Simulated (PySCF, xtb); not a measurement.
ethylamine cation (C2H7N), SMILES CCN (connectivity only; charge and spin as stated), charge +1, multiplicity 2. One conformer was computed; it need not be the lowest.

Harmonic wavenumbers (cm⁻¹) from GFN2-xTB run with xtb at its own minimum, in rising order: 124, 286, 410, 479, 662, 912, 968, 983, 1035, 1126, 1204, 1263, 1306, 1379, 1386, 1408, 1434, 2641, 2737, 2977, 2999, 3074, 3387, 3444.

Task: What does PySCF 2.14.0 with B3LYP-D3(BJ)/def2-TZVP give at its own minimum? (The exact figures need the calculation; the answer reports its results.)

Result: 76, 219, 401, 634, 746, 885, 958, 1057, 1074, 1181, 1202, 1332, 1375, 1435, 1487, 1490, 1622, 2844, 2873, 3052, 3119, 3139, 3436, 3547. Paired by order, the mean absolute difference is 79 cm⁻¹ and the zero-point energies are 53.8 and 56.0 kcal/mol.
